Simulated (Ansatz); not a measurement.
CH2Cl2, SMILES ClCCl: the interaction energy of a dimer with the counterpoise correction, run with the Python package of Ansatz (0.2.0).

Script `ch2cl2_dimer.py`:
```python
"""Binding of a CH2Cl2 dimer at a trial geometry."""

import ansatz as az

SETTINGS = {
    "basis": "cc-pVDZ",
    "functional": "PBE0",
}

FIRST = [
    ("Cl", (1.6671, -0.3716, 0.2604)),
    ("C", (-0.1251, -0.0776, 0.0689)),
    ("Cl", (-0.4939, 1.3028, -0.9996)),
    ("H", (-0.4942, -0.9627, -0.366)),
    ("H", (-0.5541, 0.109, 1.0364)),
]
SECOND = [
    ("Cl", (-1.544, -3.5664, 1.8014)),
    ("C", (0.1349, -3.8274, 1.132)),
    ("Cl", (1.0581, -5.0623, 2.0298)),
    ("H", (-0.0216, -4.1591, 0.145)),
    ("H", (0.6738, -2.8983, 1.1675)),
]

def energy(atoms, ghosts=()):
    molecule = az.Crystal.molecule()
    for symbol, xyz in atoms:
        molecule = molecule.atom(symbol, xyz)
    calc = (
        molecule.calculation()
        .basis(gaussian=SETTINGS["basis"])
        .functional(SETTINGS["functional"])
    )
    deck = calc.input()
    if ghosts:
        deck = deck.set(az.key.basis.gaussian.ghost_atoms, [{"symbol": s, "position_ang": list(xyz)} for s, xyz in ghosts])
    return az.Session.from_dict(deck).plan().execute().report["free_energy_ev"]


def main() -> None:
    # monomers in their own basis and in the basis of the dimer
    both = energy(FIRST + SECOND)
    alone = energy(FIRST) + energy(SECOND)
    ghosted = energy(FIRST, SECOND) + energy(SECOND, FIRST)
    print(f"dimer {both:.6f} eV")
    print(f"interaction, uncorrected   {23.060548 * (both - alone):8.3f} kcal/mol")
    print(f"interaction, counterpoise  {23.060548 * (both - ghosted):8.3f} kcal/mol")
    print(f"basis-set superposition    {23.060548 * (alone - ghosted):8.3f} kcal/mol")


if __name__ == "__main__":
    main()
```

How large is the interaction at this pose, and how much of it is basis-set superposition?

Uncorrected it is -1.217 kcal/mol, with the counterpoise correction -0.610 kcal/mol; the difference, 0.61 kcal/mol, is the superposition error.

The output:

Output of `python ch2cl2_dimer.py`:
```text
dimer -52211.075069 eV
interaction, uncorrected     -1.217 kcal/mol
interaction, counterpoise    -0.610 kcal/mol
basis-set superposition       0.607 kcal/mol
```

Caveats:
- Total energies depend on the basis set; only differences at equal settings carry meaning.
- The dimer is a generated trial pose of unrelaxed monomers, not a minimum, so the figure is no binding energy, and the basis set is small.
- This level lacks the dispersion part of the attraction (electrostatics and induction are there), which can decide the sign where the interaction is weak.
- Timing: 13 s on 1 thread of AMD EPYC 7R43 64-Core Processor (Zen 3) (shared host), peak memory 0.36 GiB.
